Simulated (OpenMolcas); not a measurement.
BH2O (SMILES B[O]): methods side by side

BH2O: 4 atoms, total charge 0, spin state doublet. SMILES: `B[O]`. Geometry: relaxed at PBE0-D4/def2-TZVP.

Each level gives the vertical energy of the quartet above the doublet (eV). The values are calculated.

```json
{"level": "UHF/STO-3G", "kind": "Hartree–Fock", "program": "OpenMolcas", "value (eV)": "6.83", "less FCI/STO-3G": "-0.79"}
{"level": "USVWN5/STO-3G", "kind": "LDA", "program": "OpenMolcas", "value (eV)": "7.65", "less FCI/STO-3G": "+0.03"}
{"level": "UPBE/STO-3G", "kind": "GGA", "program": "OpenMolcas", "value (eV)": "7.44", "less FCI/STO-3G": "-0.18"}
{"level": "U-r2SCAN/STO-3G", "kind": "meta-GGA", "program": "OpenMolcas", "value (eV)": "7.24", "less FCI/STO-3G": "-0.38"}
{"level": "UB3LYP/STO-3G", "kind": "global hybrid", "program": "OpenMolcas", "value (eV)": "7.41", "less FCI/STO-3G": "-0.21"}
{"level": "CASPT2(3,3)/STO-3G", "kind": "multireference", "program": "OpenMolcas", "value (eV)": "7.60", "less FCI/STO-3G": "-0.02"}
{"level": "MRCI(3,3)/STO-3G", "kind": "multireference", "program": "OpenMolcas", "value (eV)": "7.60", "less FCI/STO-3G": "-0.02"}
{"level": "ROCCSD(T)/STO-3G", "kind": "coupled cluster or CI", "program": "OpenMolcas", "value (eV)": "7.61", "less FCI/STO-3G": "-0.01"}
{"level": "FCI/STO-3G", "kind": "exact in the basis", "program": "OpenMolcas", "value (eV)": "7.62", "less FCI/STO-3G": "0.00"}
```

FCI/STO-3G is exact within its basis and frozen core, so for wave-function methods in that basis the difference is their error; functionals converge differently with the basis, so for them it is only a difference. The values span 6.83 to 7.65 eV. All rows use very small basis sets, so even the best lies far from the true value.
